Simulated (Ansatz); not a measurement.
# C5H5: the cost of one run

Program: Ansatz 0.2.0, Gaussian basis. Level of theory: one geometry, several basis sets. These are calculated values, not measurements.

The runs, in order: PBE0-D4/def2-SVP; ωB97M-V/def2-SVP; PBE0-D4/def2-QZVPP; ωB97M-V/def2-QZVPP; CCSD(T)/cc-pV(D+d)Z; CCSD(T)/cc-pV(T+d)Z; MP2/cc-pV(Q+d)Z; the functionals' def2-TZVPP values are taken from earlier runs.

**1. The geometry**

All runs share one geometry, relaxed beforehand with PBE0-D4 in a triple-zeta def2 set.

10 atoms, charge 0, spin multiplicity 2.

Atoms are counted from 1 here; the program's logs count them from 0.

Bond lengths: C1–C2 1.434 Å, C1–C5 1.423 Å, C1–H6 1.083 Å, C2–C3 1.360 Å, C2–H7 1.080 Å, C3–C4 1.473 Å, C3–H8 1.081 Å, C4–C5 1.366 Å, C4–H9 1.081 Å, C5–H10 1.079 Å. Angles: C2–C1–C5 109.1°, C2–C1–H6 125.4°, C5–C1–H6 125.5°, C1–C2–C3 107.2°, C1–C2–H7 125.6°, C3–C2–H7 127.1°, C2–C3–C4 108.2°, C2–C3–H8 127.0°, C4–C3–H8 124.9°, C3–C4–C5 108.4°, C3–C4–H9 124.8°, C5–C4–H9 126.8°, C1–C5–C4 107.1°, C1–C5–H10 125.9°, C4–C5–H10 127.0°.

**2. PBE0-D4 in def2-SVP**

in.yaml reads:

```yaml
crystal:
  periodic: [false, false, false]
  atoms:
    - {symbol: C, position_ang: [0.191753, 0.465834, -1.067232]}
    - {symbol: C, position_ang: [0.228203, -0.931470, -0.746247]}
    - {symbol: C, position_ang: [-0.045011, -1.046600, 0.580990]}
    - {symbol: C, position_ang: [-0.261653, 0.304775, 1.124634]}
    - {symbol: C, position_ang: [-0.113522, 1.206508, 0.109233]}
    - {symbol: H, position_ang: [0.368481, 0.887958, -2.048354]}
    - {symbol: H, position_ang: [0.435601, -1.731402, -1.440888]}
    - {symbol: H, position_ang: [-0.098829, -1.960226, 1.156609]}
    - {symbol: H, position_ang: [-0.497326, 0.524819, 2.156936]}
    - {symbol: H, position_ang: [-0.207688, 2.279795, 0.174308]}
basis:
  gaussian: {orbitals: def2-SVP}
magnetization: {spin_polarized: true, initial_magnetization: 1}
hamiltonian: {xc: pbe0, dispersion: d4}
output: {orbitals: {seedname: orbitals}}
```

The run is started by

```console
> ansatz run in.yaml --threads 2 --pin off --events-out ev --progress --plain --max-ram 22528MiB --backend cpu
```

Q: Estimate wall time and peak memory on 2 threads of AMD EPYC 7R13, shared host.

About 4.4 s, with a peak of 0.27 GiB.
